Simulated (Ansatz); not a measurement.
`CC(N)F` → `[CH]F` + CH₃NH₂ at 400 K and 1 bar (formal loss of a carbene).

Calculated with Ansatz (gas phase, PBE0-D4/def2-TZVP geometries, no zero-point term in ΔE). CCSD(T)/CBS is the MP2 limit (def2-TZVPP, def2-QZVPP) plus CCSD(T) − MP2 in def2-TZVPP, frozen cores. This one scheme is used for every species. One conformer a species, not always the lowest.

```
 species  CCSD(T)/CBS energy (Eh)  H − E (kJ/mol)  S (J/(mol·K))
`CC(N)F`               -234.21706           248.9          313.4
 `[CH]F`               -138.29972            46.3          233.5
  CH₃NH₂                -95.75281           185.4          256.0
```

H − E and S are ideal-gas, rigid-rotor, harmonic terms from PBE0-D4/def2-TZVP, for one conformer and one mirror image of each species. 1 Eh = 2625.50 kJ/mol, R = 8.31446 J/(mol·K).

Q: By hand: ΔE, ΔH, ΔS and ΔG.

A: ΔE = (-138.29972) + (-95.75281) − (-234.21706) = 0.16453 Eh = 432.0 kJ/mol. Δ(H − E) = 46.3 + 185.4 − 248.9 = -17.2, so ΔH = 414.8 kJ/mol. ΔS = 233.5 + 256.0 − 313.4 = 176.1 J/(mol·K). ΔG = 414.8 − 400 × (176.1)/1000 = 344.4 kJ/mol.

Q: By hand: the equilibrium constant, and the temperature at which ΔG would vanish if ΔH and ΔS stayed fixed.

A: log₁₀ K = −ΔG/(RT ln 10) = -45.0. ΔG = 0 at ΔH/ΔS = 2355 K.

The number of gas molecules changes by +1, which sets the sign of ΔS. A doubt of 5 kJ/mol in ΔE shifts log₁₀ K by 0.7 here. Other conformers and mirror images would add mixing entropy, several J/(mol·K) or more a flexible species. These are equilibria of isolated gas molecules and say nothing of rates. Largest T1 diagnostic: 0.018 (customary marks: 0.02 for closed shells, 0.045 for open ones).
